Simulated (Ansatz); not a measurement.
Two shapes of doublet C2H.

Shape 1:

```xyz
3

H    -0.0107    0.0462   -1.5373
C     0.0240   -0.0382   -0.4981
C     0.0095    0.0308    0.7737
```

Shape 2:

```xyz
3

H     0.0000    0.0000   -1.4287
C     0.0000    0.0000   -0.4385
C     0.0000    0.0000    0.6767
```

Basis set: 6-31G* (spherical functions). Frozen core: 2 orbitals. Charge 0, multiplicity 2.

Computed with Ansatz (development build ahead of 0.2.0); each method stands on the lowest determinant of its kind that the runs found.

(1) Which shape is lower in energy, and by how much in each method?

Results:

(1)

```
 method  E(2) − E(1) (eV)
    UHF             0.517
UHF-MP2             0.016
```

Shape 1 is lower. Caution: the unrestricted determinant is spin contaminated.
